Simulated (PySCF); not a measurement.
From one molecule to another.

First species: C4H4F2.
Atom-mapped SMILES: `[F:1][CH2:2][C@@H:3]1[CH:4]=[C:5]1[F:6]` (hydrogens: H7, H8 on C2; H9 on C3; H10 on C4)

Second species: C4H4F2.
InChI=1S/C4H4F2/c5-3-1-2-4-6/h1-4H/b3-1+,4-2+

Levels: CAM-B3LYP/def2-SVPD for dipole moment, HOMO energy, LUMO energy, HOMO–LUMO gap, static isotropic polarisability and electronic spatial extent ⟨r²⟩ about the centre of nuclear charge; TDDFT CAM-B3LYP/def2-SVPD for lowest singlet excitation; TDA CAM-B3LYP/def2-SVPD for lowest triplet excitation (Tamm–Dancoff); GFN2-xTB for rotational constant A and rotational constant C. Geometries: GFN2-xTB. Each structure is a single optimised conformer of the isolated species, non-relativistic unless stated. Electronic properties by PySCF.

Dipoles, sizes and rotational constants follow the conformer. The torsions of the flexible species, by atom-mapped SMILES:
- `[F:1][CH2:2][C@@H:3]1[CH:4]=[C:5]1[F:6]`: F1–C2–C3–C4 -90°
- `[F:1]/[CH:2]=[CH:3]/[CH:4]=[CH:5]/[F:6]`: C2–C3–C4–C5 180°

Values for the first species:

```
Dipole moment                                                     : 0.98 D
HOMO energy                                                       : -9.05 eV
LUMO energy                                                       : 1.03 eV
HOMO–LUMO gap                                                     : 10.08 eV
Lowest singlet excitation                                         : 6.72 eV
Lowest triplet excitation (Tamm–Dancoff)                          : 4.43 eV
Static isotropic polarisability                                   : 46.3 au
Electronic spatial extent ⟨r²⟩ about the centre of nuclear charge : 640 bohr²
Rotational constant A                                             : 10.500 GHz
Rotational constant C                                             : 1.679 GHz
```

Problem. Estimate the same properties for the second species, and the change in each.

Solution. 
```
                                                         property       first      second  second less first
                                                    dipole moment      0.98 D      0.00 D            -0.98 D
                                                      HOMO energy    -9.05 eV    -8.06 eV           +0.99 eV
                                                      LUMO energy     1.03 eV     0.24 eV           -0.79 eV
                                                    HOMO–LUMO gap    10.08 eV     8.30 eV           -1.78 eV
                                        lowest singlet excitation     6.72 eV     6.02 eV           -0.70 eV
                         lowest triplet excitation (Tamm–Dancoff)     4.43 eV     3.21 eV           -1.22 eV
                                  static isotropic polarisability     46.3 au     54.9 au            +8.6 au
electronic spatial extent ⟨r²⟩ about the centre of nuclear charge   640 bohr²   875 bohr²         +235 bohr²
                                            rotational constant A  10.500 GHz  32.202 GHz        +21.702 GHz
                                            rotational constant C   1.679 GHz   1.133 GHz         -0.546 GHz
```

On the first: No computed singlet falls in the visible range (750 to 380 nm, 1.65 to 3.26 eV); S1 lies 3.46 eV above its blue end.

On the second: The vertical singlet–triplet gap S1 − T1 is 2.81 eV (TDDFT singlet less Tamm–Dancoff triplet; S1: HOMO→LUMO, weight 0.98; T1: HOMO→LUMO, weight 0.94). S1 lies 2.28 eV below the HOMO–LUMO gap; its leading configuration is HOMO→LUMO, weight 0.98.
